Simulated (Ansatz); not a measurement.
A-type hexagonal La₂O₃, treated with LDA (PAW; Ansatz, a program for electronic structure).

Settings: plane-wave cutoff 500 eV, 12×12×8 k mesh (along the axes of the cell as run), gaussian smearing 0.02 eV, scalar-relativistic PAW data made under PBE.

Cell (relaxed at this level):

La2O3 is modelled in the trigonal space group P-3m1 (No. 164), Pearson symbol hP5. Conventional cell: a = 3.883 Å, b = 3.883 Å, c = 5.950 Å, α = 90.00°, β = 90.00°, γ = 120.00°. La on 2d has 4 O at 2.334–2.396 Å and 3 O at 2.671 Å. O1 on 2d is coordinated by 4 La at 2.334–2.396 Å (tetrahedral). O2 on 1a is surrounded by 6 La at 2.671 Å (octahedral). (Neighbours: up to the widest gap in distance over summed covalent radii, below 1.35, at either atom; cation-cation and far metal-metal contacts left out.)

**Question.** Predict the band gap.

**Answer.** 
- band gap: 3.73 eV (on the SCF k mesh)

Spin–orbit coupling is not included.

The computed numbers hold no vibrational or temperature effects.
